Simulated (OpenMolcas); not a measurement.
**Predicting a hybrid from its neighbours: CH5BO**

CH5BO has 8 atoms, charge 0, and is taken as a singlet. As SMILES, `CBO`. The coordinates come from a PBE0-D4/def2-TZVP relaxation. This is one conformer, not always the lowest.

The vertical ionisation energy (to the doublet cation) y, in eV, basis 6-311+G(d,p); a is the functional's share of exact exchange. Programs: OpenMolcas 26.06.

| functional | program | a | y (eV) |
| --- | --- | --- | --- |
| r2SCAN | OpenMolcas | 0 | 10.91 |
| BLYP | OpenMolcas | 0 | 10.71 |
| B3LYP | OpenMolcas | 0.2 | 11.15 |
| PBE0 | OpenMolcas | 0.25 | ? |
| BHLYP | OpenMolcas | 0.5 | 11.36 |

Question: Fit y = c + s·a to the known rows and predict PBE0.

Answer: 
1. Means of the 4 rows: a = 0.1750, y = 11.033.
2. Σ(Δa)² = 0.1675, Σ(Δa·Δy) = 0.18725, so the slope is 0.18725/0.1675 = 1.1179.
3. Intercept: 11.033 − (1.1179) × 0.1750 = 10.837. The largest residual of the fit is 0.13.
4. PBE0: 10.837 + (1.1179) × 0.25 = 11.12 eV.

The run gave 11.11 eV, so the prediction is off by +0.01 eV, within the largest residual. The rows mix families of semi-local functionals, which the line can't see.
